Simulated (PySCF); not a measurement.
# HF/pcseg-0 run of NaSH (SMILES [Na][SH])

Aim: the energy difference between two shapes of NaSH at HF/pcseg-0, from 2 runs. The job is set up through a Python script.

The calculation is run with PySCF 2.14.0.

6 further runs of the same task are left out: 3 for a faulty analytic Hessian, 3 set aside as unsound or not needed.

## 1. Starting point

The species is NaSH (3 atoms), meant as a singlet with charge 0. As SMILES, `[Na][SH]`. The shape is that of a PBE0-D4/def2-TZVP optimisation.

Bond lengths: Na1–S2 2.475 Å, S2–H3 1.345 Å. Angles: Na1–S2–H3 93.6°.

## 2. The stability of the SCF solution at HF/pcseg-0

mol.xyz reads:

```xyz
3

Na     1.522800    -0.206700     0.802700
S     -0.548100     0.679300    -0.223400
H     -0.985700    -0.537400    -0.592500
```

run.py reads:

```python
# [Na][SH]
from pyscf import gto, scf

mol = gto.Mole()
mol.atom = 'mol.xyz'
mol.max_memory = 1860
mol.basis = 'pcseg-0'
mol.charge = 0
mol.symmetry = True
mol.verbose = 3
mol.spin = 0
mol.build()

hf = scf.RHF(mol)
hf.kernel()

energy = hf.e_tot
print('E(%s) = %.9f' % ('HF', energy))
mo_i, mo_e, stable_i, stable_e = hf.stability(internal=True, external=True, return_status=True)
print('stable: internal', stable_i, 'external', stable_e)
```

Launch:

```sh
$ OMP_NUM_THREADS=1 python run.py
```

The program printed:

```text
converged SCF energy = -559.27173441284
E(HF) = -559.271734413
<class 'pyscf.scf.hf_symm.SymAdaptedRHF'> wavefunction is stable in the internal stability analysis
<class 'pyscf.scf.hf_symm.SymAdaptedRHF'> wavefunction is stable in the real -> complex stability analysis
<class 'pyscf.scf.hf_symm.SymAdaptedRHF'> wavefunction is stable in the RHF/RKS -> UHF/UKS stability analysis
stable: internal True external True
```

Run time: 0.99 s. Hardware: 1 thread of Intel Xeon Platinum 8259CL at 2.50GHz (Skylake/Cascade Lake), shared host; peak memory 0.14 GiB.

## 3. The distorted shape, same level

input.xyz reads:

```xyz
3
HNaS
Na     1.518954    -0.186963     0.813943
S     -0.567993     0.679869    -0.226816
H     -0.995505    -0.540218    -0.586487
```

job.py reads:

```python
from pyscf import gto

mol = gto.M(
    atom='input.xyz',
    verbose=3,
    max_memory=1860,
    symmetry=True,
    basis='pcseg-0',
    charge=0,
)

mf = mol.RHF()
mf.kernel()

e_tot = mf.e_tot
print(f'total energy: {e_tot:.8f} hartree')
mo_i, mo_e, stable_i, stable_e = mf.stability(internal=True, external=True, return_status=True)
print('stable: internal', stable_i, 'external', stable_e)
```

Launch:

```sh
$ OMP_NUM_THREADS=1 python job.py
```

The program printed:

```text
converged SCF energy = -559.271834589775
total energy: -559.27183459 hartree
<class 'pyscf.scf.hf_symm.SymAdaptedRHF'> wavefunction is stable in the internal stability analysis
<class 'pyscf.scf.hf_symm.SymAdaptedRHF'> wavefunction is stable in the real -> complex stability analysis
<class 'pyscf.scf.hf_symm.SymAdaptedRHF'> wavefunction is stable in the RHF/RKS -> UHF/UKS stability analysis
stable: internal True external True
```

Run time: 0.99 s. Hardware: 1 thread of Intel Xeon Platinum 8259CL at 2.50GHz (Skylake/Cascade Lake), shared host; peak memory 0.14 GiB.

## 4. What came out

At HF/pcseg-0:

| quantity | value |
| --- | --- |
| first shape: total energy | -559.27173 Eh |
| first shape: dipole moment | 9.45 D |
| first shape: HOMO energy | -7.53 eV |
| first shape: LUMO energy | -0.01 eV |
| first shape: HOMO–LUMO gap | 7.52 eV |
| distorted shape: total energy | -559.27183 Eh |
| distorted shape: dipole moment | 9.49 D |
| distorted shape: HOMO energy | -7.51 eV |
| distorted shape: LUMO energy | -0.02 eV |
| distorted shape: HOMO–LUMO gap | 7.50 eV |
| energy change with the atoms displaced | -0.003 eV |

What this shows: With the atoms displaced the energy falls by 0.00 eV (0.3 kJ/mol). The first shape isn't relaxed at this level, so the change isn't measured from a minimum. Mulliken charges (distorted shape) run from -0.72 on S2 to +0.67 on Na1; they depend strongly on the basis.
